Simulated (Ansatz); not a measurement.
Pyrite RuS₂, treated with r²SCAN (Ansatz, an electronic-structure program, PAW).

Settings: plane-wave cutoff 600 eV, 6×6×6 k mesh, no spin polarisation, scalar-relativistic PAW data made under PBE.

Computed at the level's own relaxed cell.

Q: What does this level give for the elastic constant C44, elastic constant C12, elastic constant C11, Young modulus and Voigt–Reuss–Hill shear modulus (Hill average)?

A: 
- elastic constant C44 = 105 GPa
- elastic constant C12 = 59.2 GPa
- elastic constant C11 = 430 GPa
- Young modulus = 319 GPa
- Voigt–Reuss–Hill shear modulus (Hill average) = 132 GPa

Elastic constants are with the ions relaxed.

Static lattice: no zero-point or thermal effects.
